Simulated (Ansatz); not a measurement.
```yaml
crystal:
  periodic: [false, false, false]
  atoms:
    - {symbol: Mo, position_ang: [0.000000, 0.000000, 0.000000]}
    - {symbol: S, position_ang: [0.000000, 0.000000, 2.500000]}
basis:
  gaussian: {orbitals: def2-TZVP}
hamiltonian: {xc: pbe0}
relax: {f_tol: 0.004, max_steps: 80}
```

```sh
$ ansatz run in.yaml --threads 1 --pin off --events-out ev --progress --plain --max-ram 2176MiB
```

Steps of the relaxation (energy above the last step; positions in Å, forces in eV/Å):

```
2
step 1, 1876.1 meV
Mo    0.000    0.000    0.000    0.000    0.000    5.554
S     0.000    0.000    2.500    0.000    0.000   -5.554
```

```
2
step 2, 92.3 meV
Mo    0.000    0.000    0.195    0.000    0.000    2.191
S     0.000    0.000    2.305    0.000    0.000   -2.191
```

```
2
step 3, 153.0 meV
Mo    0.000    0.000    0.280    0.000    0.000   -3.645
S     0.000    0.000    2.220    0.000    0.000    3.645
```

```
2
step 5, 0.1 meV
Mo    0.000    0.000    0.236    0.000    0.000   -0.073
S     0.000    0.000    2.264    0.000    0.000    0.073
```

```
2
step 6, 0.0 meV
Mo    0.000    0.000    0.235    0.000    0.000    0.004
S     0.000    0.000    2.265    0.000    0.000   -0.004
```

Close pairs at the end: Mo1–S2 2.031 Å.

A stationary point of restricted PBE0 after 6 steps (its stability towards spin polarisation wasn't tested). 33 s on 1 thread of Intel Xeon Platinum 8259CL, shared host.
